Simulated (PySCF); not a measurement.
A geometry optimisation, step by step.

C7H5N.
Atom-mapped SMILES: `[N:1]#[C:2][c:3]1[cH:4][cH:5][cH:6][cH:7][cH:8]1` (hydrogens: H9 on C4; H10 on C5; H11 on C6; H12 on C7; H13 on C8)

Method: PBE0-D3(BJ)/def2-TZVP geometry optimisation, gas phase in PySCF; density fitting, grid level 2; the optimiser is geomeTRIC in internal coordinates, started from a GFN2-xTB structure with every atom displaced at random (about 0.01 Å). 6 of its 9 geometries are shown. The frame can shift and turn from step to step; on so coarse a grid that alone can change the energy by a few meV, and forces under 0.02 eV/Å are noise.

Step 0: E = -8822.5840 eV, largest atomic force 2.605 eV/Å
```
atom  x, y, z in Å  |  force x, y, z in eV/Å
N1      3.581    0.601    0.039   -1.990  -0.265  -0.030
C2      2.425    0.424    0.022    2.223   0.235   0.024
C3      1.018    0.181    0.001    1.719   0.268   0.054
C4      0.176    1.252    0.097   -2.604   0.028   0.004
C5     -1.219    0.996    0.075    1.056   0.674   0.176
C6     -1.690   -0.293   -0.023    0.199  -0.581  -0.045
C7     -0.788   -1.359   -0.110    0.009   0.468   0.018
C8      0.580   -1.119   -0.099   -2.040  -0.012  -0.034
H9      0.519    2.264    0.201    0.308   0.203  -0.022
H10    -1.914    1.823    0.168    0.049  -0.002  -0.052
H11    -2.759   -0.488   -0.025    0.078   0.025  -0.014
H12    -1.161   -2.368   -0.186   -0.022  -0.196  -0.013
H13     1.238   -1.932   -0.170    1.015  -0.845  -0.066
```

Step 2: E = -8822.6727 eV, largest atomic force 0.680 eV/Å
```
atom  x, y, z in Å  |  force x, y, z in eV/Å
N1      3.567    0.763    0.030    0.026  -0.266  -0.002
C2      2.463    0.435    0.021   -0.268   0.625   0.019
C3      1.052    0.200    0.011   -0.345  -0.315  -0.013
C4      0.127    1.242    0.104    0.240   0.112   0.016
C5     -1.230    0.968    0.088   -0.021   0.126   0.018
C6     -1.694   -0.335   -0.019    0.063  -0.066  -0.008
C7     -0.786   -1.379   -0.111   -0.001   0.231   0.020
C8      0.570   -1.102   -0.095    0.230  -0.511  -0.048
H9      0.482    2.261    0.190   -0.014   0.032  -0.002
H10    -1.934    1.787    0.163   -0.001   0.018  -0.004
H11    -2.758   -0.537   -0.031   -0.001   0.033   0.004
H12    -1.132   -2.402   -0.194    0.043   0.006  -0.001
H13     1.279   -1.917   -0.168    0.049  -0.024   0.000
```

Step 3: E = -8822.6990 eV, largest atomic force 0.470 eV/Å
```
atom  x, y, z in Å  |  force x, y, z in eV/Å
N1      3.555    0.744    0.032   -0.220  -0.215  -0.005
C2      2.438    0.453    0.022    0.163   0.440   0.018
C3      1.035    0.191    0.012    0.007  -0.179  -0.019
C4      0.119    1.244    0.105    0.276   0.038   0.002
C5     -1.236    0.981    0.093   -0.026  -0.050  -0.032
C6     -1.683   -0.328   -0.016   -0.071   0.008  -0.001
C7     -0.775   -1.372   -0.111   -0.025  -0.164  -0.007
C8      0.585   -1.125   -0.098   -0.043   0.141   0.023
H9      0.485    2.260    0.184    0.009  -0.015   0.009
H10    -1.943    1.799    0.162   -0.005  -0.014   0.010
H11    -2.746   -0.536   -0.030   -0.009  -0.008   0.005
H12    -1.128   -2.392   -0.196   -0.035  -0.011  -0.003
H13     1.301   -1.935   -0.170   -0.021   0.030   0.000
```

Step 5: E = -8822.7058 eV, largest atomic force 0.189 eV/Å
```
atom  x, y, z in Å  |  force x, y, z in eV/Å
N1      3.554    0.725    0.034   -0.001  -0.031  -0.001
C2      2.429    0.476    0.023    0.043   0.008  -0.002
C3      1.030    0.195    0.010    0.091   0.032   0.001
C4      0.126    1.252    0.105   -0.070  -0.174  -0.020
C5     -1.229    0.976    0.092   -0.077   0.082  -0.007
C6     -1.682   -0.332   -0.016   -0.007   0.007   0.000
C7     -0.779   -1.381   -0.111    0.061   0.056   0.008
C8      0.581   -1.122   -0.099    0.002   0.020   0.008
H9      0.493    2.268    0.185   -0.018  -0.010   0.006
H10    -1.940    1.790    0.162   -0.014  -0.006   0.007
H11    -2.747   -0.535   -0.027   -0.002   0.010   0.002
H12    -1.131   -2.402   -0.196   -0.003   0.009   0.001
H13     1.302   -1.926   -0.171   -0.005  -0.003  -0.003
```

Step 6: E = -8822.7079 eV, largest atomic force under 0.02 eV/Å
```
atom  x, y, z in Å  |  force x, y, z in eV/Å
N1      3.562    0.704    0.033    0.006  -0.007  -0.001
C2      2.434    0.476    0.022   -0.006   0.011   0.002
C3      1.033    0.200    0.009    0.006  -0.003  -0.001
C4      0.120    1.249    0.104    0.009   0.004  -0.002
C5     -1.237    0.978    0.090   -0.003  -0.012  -0.004
C6     -1.684   -0.332   -0.016   -0.013   0.005   0.002
C7     -0.774   -1.376   -0.111    0.012  -0.002  -0.001
C8      0.585   -1.116   -0.099   -0.002   0.005   0.002
H9      0.483    2.266    0.186   -0.004   0.004   0.002
H10    -1.948    1.792    0.163    0.001   0.000   0.002
H11    -2.747   -0.540   -0.026   -0.001  -0.002   0.000
H12    -1.125   -2.397   -0.194   -0.002   0.001   0.001
H13     1.305   -1.921   -0.171   -0.004  -0.004  -0.001
```

Step 8: E = -8822.7080 eV, largest atomic force under 0.02 eV/Å
```
atom  x, y, z in Å  |  force x, y, z in eV/Å
N1      3.564    0.698    0.033   -0.001   0.003  -0.001
C2      2.434    0.477    0.022    0.001  -0.003   0.001
C3      1.034    0.202    0.009   -0.007   0.001   0.000
C4      0.118    1.251    0.103    0.001   0.003   0.001
C5     -1.238    0.977    0.090    0.005  -0.006   0.001
C6     -1.684   -0.333   -0.017   -0.004   0.000   0.000
C7     -0.773   -1.375   -0.111   -0.001   0.007   0.000
C8      0.586   -1.114   -0.098    0.003  -0.004  -0.001
H9      0.479    2.268    0.186    0.001  -0.001  -0.001
H10    -1.950    1.790    0.164    0.001  -0.001  -0.001
H11    -2.747   -0.542   -0.026   -0.001  -0.001   0.000
H12    -1.123   -2.397   -0.194    0.001   0.001   0.000
H13     1.306   -1.919   -0.171    0.002   0.001   0.000
```

**Question.** Summarise the path.

**Answer.** The energy falls by 0.1240 eV from step 0 to step 8; nine tenths of that is first reached at step 3. It rises by more than 0.2 meV at step 4. The largest force goes from 2.605 to under 0.02 eV/Å. Among the bonds C4–C5 changes most, from 1.419 to 1.384 Å; the atoms move by 0.019 Å rms after alignment.

What follows is the cost of the whole optimisation. Hardware: Intel Xeon Platinum 8259CL at 2.50 GHz, 2 threads (shared host). Cost: 3.9 min wall, 9.2 min CPU, 1.5 GiB resident at most.
